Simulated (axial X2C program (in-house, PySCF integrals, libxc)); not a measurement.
**OF⁻: from Re and ωe to a spectrum**

A bond curve at the CCSD level, two-component, was computed with an in-house all-electron X2C program for linear molecules (integrals from PySCF) (basis F dyall-av3z [7s6p3d2f], O dyall-av3z [7s6p3d2f] (cores contracted in-house)) for the state Ω = 0 (closed shell). Its fit gives Re = 1.4997 Å, ωe = 836.9 cm⁻¹, ωexe = 6.21 cm⁻¹ and αe = 9.546e-03 cm⁻¹; the masses are 18.9984 and 15.9949 u. Two-component means X2C with spin–orbit coupling and atomic mean-field Coulomb and Gaunt terms.

Correlated methods: 14 electrons correlated (number of frozen shells: F 1 s; O 1 s), 194 virtual spin orbitals or spinors in MP2, 90 natural virtuals in coupled cluster.

Question: Find the reduced mass, Be and the force constant.

Answer: From the CCSD values: μ = 8.6839 u. Be = 16.8576/(μ Re²) = 0.8631 cm⁻¹. k = 5.8918×10⁻⁷ μ ωe² = 3.58 mdyn/Å.

Question: Give B0, the J = 1←0 line in GHz and the most populated J at 300 K (kT = 208.5 cm⁻¹).

Answer: B0 = Be − αe/2 = 0.8584 cm⁻¹; 2B0 = 51.47 GHz; J(max) ≈ √(kT/2B0) − 1/2 = 10.5, so J = 11.

Question: Estimate De from a Morse curve and compare with the computed well depth of 0.814 eV to F- + O.

Answer: De(Morse) = ωe²/(4ωexe) = 3.496 eV against 0.814 eV computed, a ratio of 4.29. The extrapolation overshoots: the well softens faster than a Morse curve, or the lowest atomic limit lies below the one to which the curve heads.

Question: A Morse curve ties αe to the other constants (Pekeris). How well does that hold?

Answer: αe(Morse) = 6Be²/ωe × (√(ωexe/Be) − 1) = 8.985e-03 cm⁻¹; the CCSD curve gives 9.546e-03 cm⁻¹, a ratio of 0.94.

Question: Estimate the centrifugal constant by the Kratzer relation.

Answer: D = 4Be³/ωe² = 3.67e-06 cm⁻¹.

The state is one determinant whose occupation by symmetry is held fixed; it was picked as the lowest of a PBE0 search that is not exhaustive. De is counted from the lowest determinant-based energies of the atoms at the same level, without counterpoise correction. CCSD ran in a truncated set of natural virtual spinors with an MP2 remainder; without triples it tends to underbind.
